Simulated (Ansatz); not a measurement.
# HGe–AsH2, triplet in cc-pVDZ: errors against UCCSDT(Q)

Geometry: that of the HGe–AsH2, singlet, kept fixed.

```yaml
atoms:
  - { symbol: Ge, position_ang: [-0.0221, 0.0387, 1.2465] }
  - { symbol: As, position_ang: [0.0461, -0.0191, -1.1873] }
  - { symbol: H, position_ang: [0.0346, -1.5552, 1.2681] }
  - { symbol: H, position_ang: [-1.0659, -1.0261, -1.4072] }
  - { symbol: H, position_ang: [-0.8012, 1.2133, -1.4433] }
```

Basis cc-pVDZ; Ansatz 0.2.0. Only valence electrons are correlated (noble-gas cores and the filled d shells of p-block atoms frozen), which leaves 12 electrons in 41 orbitals. R marks a restricted (for open shells ROHF) determinant, U an unrestricted one. No spin–orbit coupling is included, and no scalar relativity.

Full CI isn't at hand for all of this; UCCSDT(Q) serves as the reference, and is uncertain by about the last step of the cluster series. The frozen core follows each run's orbitals, which can shift R against U totals by a few meV for light atoms and by up to 0.1 eV past Ca.

```
UHF ⟨S²⟩                          : 2.024
T1 diagnostic (RCCSD)             : 0.0341
largest doubles amplitude (RCCSD) : 0.052
T1 diagnostic (UCCSD)             : 0.0206
```

```tsv
level	E − E(UCCSDT(Q)) (kJ/mol)	wall time
UHF	585.6	–
UMP2	123.6	–
UCCSD	21.3	–
UCCSD(T)	4.2	11 s
UCCSDT	1.0	–
```

Run but not shown, since their state, orbitals or frozen core can't be matched to the reference's or they repeat it: RHF, RMP2, CISD, RCCSD, RCCSD(T), BCCD(T), RCCSDT, RCCSDT(Q).

Times hold each run's SCF and search for its determinant on a shared host, so for small cases they say little of a method's own cost; they ran on 1 thread of Arm Neoverse V2.
